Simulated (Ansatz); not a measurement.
System: CaB6-type LaB₆. Method: PBEsol+SOC (Ansatz, a program for electronic structure, PAW).

Numerical settings: plane-wave cutoff 520 eV, 14×14×14 k mesh, Fermi–Dirac smearing 0.05 eV, PAW data made under PBE.

Shape and atoms are relaxed at each volume.

Pressure at four volumes; x = ln(V/10.061 Å³). One pressure is withheld.

| V (Å³/atom) | x | P (GPa) |
|---|---|---|
| 9.658 | -0.0409 | ? |
| 9.860 | -0.0202 | 3.79 |
| 10.061 | 0.0000 | 0.01 |
| 10.463 | 0.0392 | -6.56 |

Problem. Pass a parabola P(x) through the three rows shown, estimate the bulk modulus and its pressure derivative near zero pressure, and predict the withheld pressure.

Solution. Slopes between the rows: (0.01 − (3.79))/(0.0000 − (-0.0202)) = -187.13 and (-6.56 − (0.01))/(0.0392 − (0.0000)) = -167.60 GPa. Their difference over the span 0.0594 is c = 19.53/0.0594 = 328.8 GPa, so P(x) = 3.79 + (-187.13)(x − (-0.0202)) + 328.8 (x − (-0.0202))(x − (0.0000)). At the middle row B = −dP/dx = −[-187.13 + 328.8 × 0.0202] = 180.5 GPa, and B′ = dB/dP = 2c/B = 3.6. At x = -0.0409 the parabola gives 7.94 GPa; the run gives 7.95 GPa. The Birch–Murnaghan fit to the energies at all volumes has B0 = 180 GPa and B′ = 3.7.

Measured, for comparison: bulk modulus 164 ± 2 GPa (room temperature, no zero-point or thermal correction, isothermal; as tabulated in LaB6 under pressure, Phys. Rev. B 80, 172104 (doi 10.1103/PhysRevB.80.172104)). Computed less measured: bulk modulus +10 %.
